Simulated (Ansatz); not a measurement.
BFH4Si (`B[SiH2]F`), relaxed with RKS PBE-D4/def2-SVP in Ansatz 0.2.0 from a rough embedded geometry. The force threshold is 0.03 eV/Å; the program also tests the step.

Total charge 0; spin multiplicity 1.

Start:

```xyz
7

B    -0.842    0.725   -0.114
Si    0.562   -0.514    0.074
F     2.006    0.334   -0.039
H    -0.658    1.830   -0.260
H    -2.020    0.361   -0.082
H     0.482   -1.544   -0.984
H     0.470   -1.191    1.404
```

```
        step  energy (eV)  largest force (eV/Å)  largest move (Å)
           1  -11322.4300                 2.511             0.000
           2  -11322.6593                 0.929             0.122
3 (rejected)  -11322.6392                 1.097             0.090
           4  -11322.7008                 0.082             0.044
           5  -11322.7020                 0.018             0.016
```

End:

```xyz
7

B    -0.915    0.776   -0.122
Si    0.604   -0.515    0.078
F     2.084    0.200   -0.018
H    -0.767    1.972   -0.283
H    -2.052    0.344   -0.073
H     0.533   -1.570   -1.000
H     0.513   -1.206    1.418
```

It took 3.3 s on 2 threads of an Intel Xeon Platinum 8488C on a shared host, with 0.15 GiB of host memory at the peak.
